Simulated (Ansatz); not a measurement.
A nudged elastic band was laid between two geometries of C2H7Al (10 atoms, charge 0, multiplicity 1).

These are results of RHF/def2-TZVP in Ansatz, not measurements.

```yaml
movable_images: 5
climbing_image: yes
spring: 5.0 eV/Å²
optimiser: quadratic models (default)
start_path: through a guess of the saddle point
force_threshold: 0.05 eV/Å
iteration_limit: 60
end_points: relaxed
```

Image 0:

```xyz
10
Properties=species:S:1:pos:R:3
Al 0.454 0.028 -0.050
C 0.983 0.121 1.843
H 0.071 0.083 2.441
H 1.499 -0.810 2.083
C 1.841 1.317 2.276
H 2.085 1.280 3.334
H 2.778 1.355 1.729
H 1.331 2.259 2.096
H 0.912 1.130 -1.092
H -0.448 -1.173 -0.553
```

Image 6:

```xyz
10
Properties=species:S:1:pos:R:3
Al -0.938 0.194 -1.679
C 1.856 -0.076 1.819
H 0.912 -0.606 1.877
H 2.553 -0.569 2.488
C 1.686 1.393 2.185
H 1.311 1.503 3.197
H 2.629 1.925 2.122
H 0.984 1.886 1.522
H 2.240 -0.188 0.809
H -1.729 0.126 -0.234
```

(1) Which bonds break or form, and what moves?

(2) Give the energies along the band, and the barrier.

(3) What is the geometry of the highest image?

Answers

(1) Bonds broken: Al1–C2, Al1–H9. Bonds formed: C2–H9. C2H7Al becomes AlH + C2H6.

(2) It converged. The highest image is number 3 of 0 to 6, 351.5 kJ/mol above the first end and 279.6 kJ/mol above the last; the last end lies 71.9 kJ/mol above the first. Neighbouring images differ by up to 3.5 eV, so the band resolves the path poorly. A vibrational analysis at the climbing image gives one clearly imaginary mode, 1329i cm⁻¹: a first-order saddle point. The orbitals stay closed-shell, which can raise the energy where a bond breaks towards radicals; this wasn't checked here.

| image | path coordinate (Å) | energy (kJ/mol) | Al1–C2 (Å) | Al1–H9 (Å) | C2–H9 (Å) |
| --- | --- | --- | --- | --- | --- |
| 0 | 0.00 | 0.0 | 1.97 | 1.58 | 3.10 |
| 1 | 1.72 | 2.3 | 1.97 | 1.58 | 3.08 |
| 2 | 3.44 | 14.6 | 1.95 | 1.57 | 2.99 |
| 3 | 5.17 | 351.5 | 2.33 | 1.59 | 1.80 |
| 4 | 6.85 | 85.3 | 3.50 | 2.73 | 1.09 |
| 5 | 8.54 | 72.0 | 4.73 | 3.97 | 1.09 |
| 6 | 10.23 | 71.9 | 4.48 | 4.05 | 1.09 |

(3) 
```xyz
10
Properties=species:S:1:pos:R:3
Al 0.940 0.489 -0.235
C 1.206 -0.154 1.983
H 0.233 -0.516 2.253
H 2.018 -0.756 2.340
C 1.406 1.292 1.963
H 2.314 1.639 2.433
H 1.654 1.732 0.858
H 0.552 1.874 2.267
H 1.807 -0.693 0.375
H -0.625 0.683 -0.128
```

The run took 110 s on 4 threads of Arm Neoverse V2, with other jobs on the host, peak memory 0.33 GiB.
